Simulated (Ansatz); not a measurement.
Geometry optimisation, UKS PBE0-D4/def2-SVP in Ansatz.

The input (input.yaml):

```yaml
crystal:
  periodic: [false, false, false]
  atoms:
    - { symbol: B, position_ang: [0.043025, -0.311985, -0.461263] }
    - { symbol: H, position_ang: [-0.135024, -0.256494, 1.924783] }
    - { symbol: "N", position_ang: [1.312409, -0.051865, -0.927118] }
    - { symbol: H, position_ang: [2.072755, -0.719989, -0.87059] }
    - { symbol: H, position_ang: [1.592594, 0.835391, -1.338006] }
    - { symbol: H, position_ang: [-0.893784, 0.448693, -0.508968] }
    - { symbol: H, position_ang: [-0.077575, 0.056249, 2.571161] }
magnetization:
  spin_polarized: true
  initial_magnetization: 1
basis:
  gaussian: { orbitals: def2-SVP }
hamiltonian:
  xc: pbe0
  dispersion: d4
relax:
  f_tol: 0.03
  max_steps: 50
```

Run as:

```bash
$ ansatz run input.yaml --threads 1 --pin off --max-ram 2048MiB --backend cpu --events-out ev --progress --plain --runs-dir out
```

Task: Where does it end, and by what steps?

Result: The run converged. The force dipped under the threshold on the way, but the program's further checks kept it going. After 14 steps the energy has fallen by 0.053 eV; H7 moved furthest, 0.53 Å.

```
step  energy less start (eV)  largest force component (eV/Å)  accepted
   0                  0.0000                           1.608       yes
   1                 -0.0486                           0.122       yes
   2                 -0.0498                           0.080       yes
   3                 -0.0509                           0.040       yes
   4                 -0.0514                           0.049       yes
   5                 -0.0518                           0.117       yes
   6                 -0.0522                           0.094       yes
   7                 -0.0525                           0.093       yes
   8                 -0.0526                           0.097       yes
   9                 -0.0528                           0.007       yes
  10                 -0.0529                           0.017       yes
  11                 -0.0529                           0.071        no
  12                 -0.0530                           0.014       yes
  13                 -0.0531                           0.049       yes
  14                 -0.0531                           0.015       yes
```

```xyz
7
Properties=species:S:1:pos:R:3
B 0.131 -0.195 -0.518
H -0.238 -0.297 2.329
N 1.368 -0.032 -1.101
H 2.152 -0.649 -0.923
H 1.591 0.720 -1.750
H -0.828 0.517 -0.701
H -0.263 -0.064 3.055
```

Run time: 23 s on 1 thread of Arm Neoverse V2 (shared host), peak memory 0.12 GiB.
